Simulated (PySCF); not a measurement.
Compound: C₄H₆O.
Z-matrix (Å and degrees, PBE0-D3(BJ)/def2-SVP geometry), rows numbered from 1:
```
O 
C   1  1.3899
C   2  1.4774  1  119.40
C   3  1.4926  2   98.78  1    64.44
C   2  1.4910  1  122.22  3    71.51
H   1  0.9631  2  107.50  3  -142.70
H   2  1.1015  1  113.97  3  -141.95
H   3  1.0894  2  130.19  5   119.62
H   4  1.0960  3  118.76  5  -108.72
H   4  1.0957  3  116.62  5   106.94
H   5  1.0899  2  130.37  3  -118.59
```

Method used: MP2 and CCSD/aug-cc-pVDZ in PySCF, restricted Hartree–Fock reference, frozen core, non-relativistic, gas phase, PBE0-D3(BJ)/def2-SVP geometry.

E(HF) = -229.76034 Eh.

Q: How large is the problem?

A: 169 basis functions and 38 electrons; 5 orbitals frozen, which leaves o = 14 correlated occupied and v = 150 virtual orbitals. That is o·v = 2100 singles and o·v(o·v + 1)/2 = 2206050 distinct closed-shell doubles amplitudes before symmetry; the costliest CCSD step grows as o²v⁴ = 9.9 × 10^10.

Q: What are the MP2 and CCSD correlation energies?

A: MP2 -0.7644 Eh and CCSD -0.8001 Eh, which gives totals of -230.52475 and -230.56043 Eh. That is 0.778 eV for each correlated electron at CCSD (2101 kJ/mol in all, 0.347 % of the total energy); MP2 gives 95.5 % of the CCSD value.

Q: What is the T1 diagnostic?

A: 0.0104, below the customary warning level of 0.02. It is the norm of the spatial-orbital singles amplitudes over the root of the number of correlated electrons, so the norm is 0.055.

Q: How does correlation change the dipole moment?

A: HF gives 1.99 D and CCSD (unrelaxed density) 1.87 D, a change of -0.12 D.

Connected triples and the basis-set limit are missing.

The job also held the EOM ionisation roots. Time: 5.9 min wall. Hardware: one thread of an Arm Neoverse V2, on a shared host.

One conformer stands for the species.
